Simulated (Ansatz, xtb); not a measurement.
Ranking isomers of C3H2FNO

3 gas-phase structures of C3H2FNO, from a drawn sample of its isomers (lower ones may exist). Each was relaxed with GFN2-xTB:

A. `Fc1cocn1`, a singlet
B. `Fc1cnco1`, a singlet
C. `Fc1ncco1`, a singlet

**Question.** Make a reasoned guess at their ranking by r2SCAN-D4/def2-SVP//GFN2-xTB single-point energy.

**Answer.** Calculated order at r2SCAN-D4/def2-SVP//GFN2-xTB: C (0.0), A (7.0), B (16.5) kJ/mol.

Energies above the lowest of each column, in kJ/mol; the last columns are at r2SCAN-D4/def2-SVP geometries:

```
structure  GFN2-xTB  HF/STO-3G  r2SCAN-D4/def2-SVP//GFN2-xTB  r2SCAN-D4/def2-SVP  CCSD(T)/def2-SVP + ΔMP2/def2-TZVPP
        C       0.0        0.0                           0.0                 0.0                                 0.0
        A       7.8       12.2                           7.0                 7.7                                 8.6
        B      12.8        6.0                          16.5                15.8                                15.5
```

Every level run on C puts it lowest or level with the lowest. ΔMP2 is the change of the MP2 energy from the smaller to the larger basis.

Programs: Ansatz 0.2.0, xtb 6.7.1.
